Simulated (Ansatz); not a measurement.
GeP⁺, triplet in cc-pVDZ: errors against full CI

Geometry: a point of a stretch scan, not a stationary point.

```yaml
atoms:
  - { symbol: Ge, position_ang: [0.0000, 0.0000, 0.0000] }
  - { symbol: P, position_ang: [0.0000, 0.0000, 2.8460] }
```

Basis cc-pVDZ; Ansatz 0.2.0. Only valence electrons are correlated (noble-gas cores and the filled d shells of p-block atoms frozen), which leaves 8 electrons in 26 orbitals. R marks a restricted (for open shells ROHF) determinant, U an unrestricted one. Active spaces: pair = (4e, 4o) about the gap; valence = (8e, 8o) chosen from the atoms' valence shells. No spin–orbit coupling is included, and no scalar relativity.

Full CI is exact within this basis and frozen core; it isn't the basis-set limit. The frozen core follows each run's orbitals, which can shift R against U totals by a few meV for light atoms and by up to 0.1 eV past Ca.

For open shells CISD is restricted-active-space CI with the open shells as a complete middle space.

* UHF ⟨S²⟩: 2.977
* ⟨S²⟩ of the determinant under UCCSD: 2.363
* T1 diagnostic (RCCSD): 0.0557
* largest doubles amplitude (RCCSD): 0.171

| level | E − E(RHF) (eV) |
| --- | --- |
| RMP2 | -3.4735 |
| RCCSD | -4.5497 |
| RCCSD(T) | -4.7470 |

Question: Estimate how far full CI in cc-pVDZ lies from RCCSD(T). The table doesn't fix it; the size of (T) and the diagnostics are the guide.

Answer: Full CI in cc-pVDZ lies 3.11 mEh below RCCSD(T), which is 43 % of the (T) step (-7.25 mEh). T1 is raised, a doubles amplitude is large, and the rest is a large part of (T). The miss exceeds 1 kcal/mol.

The other levels:

| level | E − E(full CI) (mEh) | share of correlation (%) | wall time |
| --- | --- | --- | --- |
| CISD | 22.76 | 87.18 | 3.2 s |
| BCCD(T) | 3.28 | 98.15 | 19 s |
| RCCSDT | 0.62 | 99.65 | – |
| RCCSDT(Q) | -0.08 | 100.04 | 24 s |
| RCCSDTQ | 0.00 | 100.00 | 51 s (H100) |
| CASSCF (pair space) | 150.38 | 15.30 | – |
| NEVPT2 (pair space) | 38.85 | 78.12 | 6 s |
| MRCISD (pair space) | 15.83 | 91.09 | – |
| MRCISD+Q (pair space) | 0.59 | 99.67 | 7 s |
| CASSCF (valence space) | 114.81 | 35.34 | – |
| NEVPT2 (valence space) | 25.75 | 85.50 | 6 s |
| MRCISD (valence space) | 7.16 | 95.97 | – |
| MRCISD+Q (valence space) | -0.95 | 100.53 | 6.5 s |

The correlation energy at full CI, counted from RHF, is -4.831 eV. That run took 34 s on 2 threads of AMD EPYC 7R13 with a shared H100 80 GB, shared host over 55,868,912 determinants.

Run but not shown, since their state, orbitals or frozen core can't be matched to the reference's or they repeat it: UHF, UMP2, UCCSD, UCCSD(T), UCCSDT, UCCSDT(Q), UCCSDTQ.

Times hold each run's SCF and search for its determinant on a shared host, so for small cases they say little of a method's own cost; rows without a card ran on 1 thread of AMD EPYC 7R13. Some runs computed forces too.

More than 5 meV below full CI, which no variational method can be: MRCISD+Q (valence space).

The full-CI state has the irrep A2 of C2v, in the program's axes (one component, if the state is degenerate).

Natural occupations of full CI about the gap: 1.947 1.920 1.821 0.970 0.970 0.147 0.059 0.059 0.014 0.013; effectively unpaired electrons, Σ n²(2−n)², 2.24.
